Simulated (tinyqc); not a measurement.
Worked calculation (part 3 of 3): UHF in the sto-3g basis, for BH, spin multiplicity 1. Computed by tinyqc, a small Python program that keeps every step (integrals from PySCF). Command: `OMP_NUM_THREADS=1 python tinyqc.py 28251 28252 out.jsonl` (the two numbers bound the seeds that draw the settings). One thread of a shared host (Intel(R) Xeon(R) Processor @ 2.60GHz), about 0.1 s of CPU time with the checks.

Geometry (angstrom):
```
atom         x         y         z
B     0.000000  0.000000  0.000000
H     0.000000  0.000000  1.628000
```

## Iteration 12 (converged): orbitals

converged F(alpha) (hartree), order 1B 1s, 1B 2s, 1B 2px, 1B 2py, 1B 2pz, 2H 1s:
$$\begin{pmatrix}
-7.357104 & -2.149508 & -0.000056 & 0.000550 & -0.013476 & -0.207580 \\
-2.149508 & -0.988981 & -0.015366 & 0.151152 & -0.007804 & -0.314899 \\
-0.000056 & -0.015366 & 0.262739 & 0.004742 & 0.009754 & 0.001582 \\
0.000550 & 0.151152 & 0.004742 & 0.216572 & -0.095941 & -0.015563 \\
-0.013476 & -0.007804 & 0.009754 & -0.095941 & 0.007790 & -0.306452 \\
-0.207580 & -0.314899 & 0.001582 & -0.015563 & -0.306452 & -0.202422
\end{pmatrix}$$

converged F(beta) (hartree), order 1B 1s, 1B 2s, 1B 2px, 1B 2py, 1B 2pz, 2H 1s:
$$\begin{pmatrix}
-7.357104 & -2.149508 & 0.000056 & -0.000550 & -0.013476 & -0.207580 \\
-2.149508 & -0.988981 & 0.015366 & -0.151152 & -0.007804 & -0.314899 \\
0.000056 & 0.015366 & 0.262739 & 0.004742 & -0.009754 & -0.001582 \\
-0.000550 & -0.151152 & 0.004742 & 0.216572 & 0.095941 & 0.015563 \\
-0.013476 & -0.007804 & -0.009754 & 0.095941 & 0.007790 & -0.306452 \\
-0.207580 & -0.314899 & -0.001582 & 0.015563 & -0.306452 & -0.202422
\end{pmatrix}$$

X, order 1B 1s, 1B 2s, 1B 2px, 1B 2py, 1B 2pz, 2H 1s:
$$\begin{pmatrix}
1.029549 & -0.146288 & 0.000000 & 0.000000 & -0.005802 & 0.019620 \\
-0.146288 & 1.065018 & 0.000000 & 0.000000 & 0.041111 & -0.163204 \\
0.000000 & 0.000000 & 1.000000 & 0.000000 & 0.000000 & 0.000000 \\
0.000000 & 0.000000 & 0.000000 & 1.000000 & 0.000000 & 0.000000 \\
-0.005802 & 0.041111 & 0.000000 & 0.000000 & 1.046588 & -0.185956 \\
0.019620 & -0.163204 & 0.000000 & 0.000000 & -0.185956 & 1.081169
\end{pmatrix}$$

Diagonalise F' = X^T F X, C = X C', fill 3 alpha and 3 beta electrons from the bottom; D(s) = C_occ C_occ^T. Each column has its largest component positive (the first on a tie).

F' = X^T F X (alpha) (hartree):
$$\begin{pmatrix}
-7.178446 & -1.119772 & 0.002165 & -0.021295 & -0.031222 & 0.015909 \\
-1.119772 & -0.511656 & -0.016215 & 0.159495 & 0.077531 & -0.226748 \\
0.002165 & -0.016215 & 0.262739 & 0.004742 & 0.009282 & 0.002404 \\
-0.021295 & 0.159495 & 0.004742 & 0.216572 & -0.091306 & -0.023644 \\
-0.031222 & 0.077531 & 0.009282 & -0.091306 & 0.123781 & -0.334867 \\
0.015909 & -0.226748 & 0.002404 & -0.023644 & -0.334867 & -0.026585
\end{pmatrix}$$

orbital energies (alpha) (hartree): MO1 -7.361611, MO2 -0.483579, MO3 -0.260161, MO4 0.263221, MO5 0.280555, MO6 0.447982

coefficients C (alpha), order 1B 1s, 1B 2s, 1B 2px, 1B 2py, 1B 2pz, 2H 1s:
$$\begin{pmatrix}
0.992472 & -0.251238 & 0.131198 & 0.000000 & -0.086635 & -0.094607 \\
0.027157 & 0.816880 & -0.505434 & 0.000000 & 0.313223 & 0.402972 \\
0.000059 & 0.015745 & -0.029613 & 0.994872 & -0.095287 & 0.005001 \\
-0.000584 & -0.154878 & 0.291286 & 0.101141 & 0.937292 & -0.049193 \\
0.003049 & 0.092938 & 0.559610 & 0.000000 & -0.111687 & 0.892954 \\
-0.004253 & 0.389065 & 0.559685 & 0.000000 & -0.154856 & -0.861342
\end{pmatrix}$$

F' = X^T F X (beta) (hartree):
$$\begin{pmatrix}
-7.178446 & -1.119772 & -0.002165 & 0.021295 & -0.031222 & 0.015909 \\
-1.119772 & -0.511656 & 0.016215 & -0.159495 & 0.077531 & -0.226748 \\
-0.002165 & 0.016215 & 0.262739 & 0.004742 & -0.009282 & -0.002404 \\
0.021295 & -0.159495 & 0.004742 & 0.216572 & 0.091306 & 0.023644 \\
-0.031222 & 0.077531 & -0.009282 & 0.091306 & 0.123781 & -0.334867 \\
0.015909 & -0.226748 & -0.002404 & 0.023644 & -0.334867 & -0.026585
\end{pmatrix}$$

orbital energies (beta) (hartree): MO1 -7.361611, MO2 -0.483579, MO3 -0.260161, MO4 0.263221, MO5 0.280555, MO6 0.447982

coefficients C (beta), order 1B 1s, 1B 2s, 1B 2px, 1B 2py, 1B 2pz, 2H 1s:
$$\begin{pmatrix}
0.992472 & -0.251238 & 0.131198 & 0.000000 & 0.086635 & -0.094607 \\
0.027157 & 0.816880 & -0.505434 & 0.000000 & -0.313223 & 0.402972 \\
-0.000059 & -0.015745 & 0.029613 & 0.994872 & -0.095287 & -0.005001 \\
0.000584 & 0.154878 & -0.291286 & 0.101141 & 0.937292 & 0.049193 \\
0.003049 & 0.092938 & 0.559610 & 0.000000 & 0.111687 & 0.892954 \\
-0.004253 & 0.389065 & 0.559685 & 0.000000 & 0.154856 & -0.861342
\end{pmatrix}$$

D(alpha) after iteration 12, order 1B 1s, 1B 2s, 1B 2px, 1B 2py, 1B 2pz, 2H 1s:
$$\begin{pmatrix}
1.065334 & -0.244590 & -0.007782 & 0.076548 & 0.053096 & -0.028539 \\
-0.244590 & 0.923494 & 0.027831 & -0.273758 & -0.206844 & 0.034820 \\
-0.007782 & 0.027831 & 0.001125 & -0.011064 & -0.015108 & -0.010448 \\
0.076548 & -0.273758 & -0.011064 & 0.108835 & 0.148611 & 0.102773 \\
0.053096 & -0.206844 & -0.015108 & 0.148611 & 0.321810 & 0.349351 \\
-0.028539 & 0.034820 & -0.010448 & 0.102773 & 0.349351 & 0.464637
\end{pmatrix}$$

D(beta) after iteration 12, order 1B 1s, 1B 2s, 1B 2px, 1B 2py, 1B 2pz, 2H 1s:
$$\begin{pmatrix}
1.065334 & -0.244590 & 0.007782 & -0.076548 & 0.053096 & -0.028539 \\
-0.244590 & 0.923494 & -0.027831 & 0.273758 & -0.206844 & 0.034820 \\
0.007782 & -0.027831 & 0.001125 & -0.011064 & 0.015108 & 0.010448 \\
-0.076548 & 0.273758 & -0.011064 & 0.108835 & -0.148611 & -0.102773 \\
0.053096 & -0.206844 & 0.015108 & -0.148611 & 0.321810 & 0.349351 \\
-0.028539 & 0.034820 & 0.010448 & -0.102773 & 0.349351 & 0.464637
\end{pmatrix}$$

## Convergence

Stop when the energy changes by less than 1e-10 hartree and every element of the error matrix X^T (F D S - S D F) X (for each spin) is below 3e-06.

Course of the cycle:
```
iteration   E (hartree)     change  largest element of the error matrix
1          -24.08550774          -                             1.84e-01
2          -24.68804502  -6.03e-01                             2.82e-02
3          -24.69677629  -8.73e-03                             1.51e-02
4          -24.69912461  -2.35e-03                             9.10e-03
5          -24.70086834  -1.74e-03                             4.98e-03
6          -24.70151092  -6.43e-04                             1.85e-03
7          -24.70154561  -3.47e-05                             1.10e-03
8          -24.70156305  -1.74e-05                             1.48e-04
9          -24.70156336  -3.09e-07                             2.48e-05
10         -24.70156338  -2.26e-08                             5.48e-06
11         -24.70156338  -1.18e-09                             8.53e-07
12         -24.70156338  -2.69e-11                             2.81e-07
```

PySCF UHF in the same basis, after a stability check = -24.70156338 hartree

Converged in 12 iterations.

## Populations, bond orders and dipole

overlap S, order 1B 1s, 1B 2s, 1B 2px, 1B 2py, 1B 2pz, 2H 1s:
$$\begin{pmatrix}
1.000000 & 0.269328 & 0.000000 & 0.000000 & 0.000000 & 0.025032 \\
0.269328 & 1.000000 & 0.000000 & 0.000000 & 0.000000 & 0.278667 \\
0.000000 & 0.000000 & 1.000000 & 0.000000 & 0.000000 & 0.000000 \\
0.000000 & 0.000000 & 0.000000 & 1.000000 & 0.000000 & 0.000000 \\
0.000000 & 0.000000 & 0.000000 & 0.000000 & 1.000000 & 0.327089 \\
0.025032 & 0.278667 & 0.000000 & 0.000000 & 0.327089 & 1.000000
\end{pmatrix}$$

Mulliken: Z minus the diagonal of D S on the atom; Loewdin: the same with S^(1/2) D S^(1/2); Mayer order: 2 sum_s sum (D(s) S)_ij (D(s) S)_ji over the two atoms.

Charges (e):
```
atom   Mulliken    Loewdin  Mulliken spin
1B     0.175789   0.167656              0
2H    -0.175789  -0.167656              0
```

Mayer bond orders:
```
pair     order
2-1   0.969098
```

dipole moment about the origin, x y z (debye): [0.000000, 0.000000, -0.296156]

<S^2> of the determinant (pure state: 0) = 0.391474
